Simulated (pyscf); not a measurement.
H₃C–CH₂–ZnH + hydrogen fluoride (HF) → H₃C–CH₂–ZnH + hydrogen fluoride (HF) (multi-bond step; singlet surface; C–Zn, C–H, F–H broken, C–H, C–Zn, F–H formed). PySCF, gas phase, ωB97X-D3(BJ)/def2-SVP geometries. Energies in kcal/mol from the separated reactants.

| level | barrier | reaction energy |
|---|---|---|
| ωB97X-D3(BJ)/def2-TZVP | 54.7 | 0.0 |
| PBE/def2-TZVP | (withheld) | 0.0 |
| r²SCAN/def2-TZVP | (withheld) | 0.0 |
| B3LYP-D3(BJ)/def2-TZVP | 53.4 | 0.0 |
| M06-2X/def2-TZVP | 53.5 | 0.0 |
| HF/def2-TZVP | 74.5 | 0.0 |

Problem. Fill in the missing entries.

Solution. 
- PBE/def2-TZVP, barrier: 45.8
- r²SCAN/def2-TZVP, barrier: 47.1

The functionals in the table span 8.9 kcal/mol in this barrier, from PBE to ωB97X-D3(BJ)/def2-TZVP. The same reactants have a lower exit, to H₃C–CH₂–Zn–F + H₂ (barrier +7.3 kcal/mol at ωB97M-D3(BJ)/def2-TZVP, against +55.1 kcal/mol here). This is the saddle that the search found; another between the same sides may lie lower. Elements up to Kr have no core potential and no relativistic terms here.
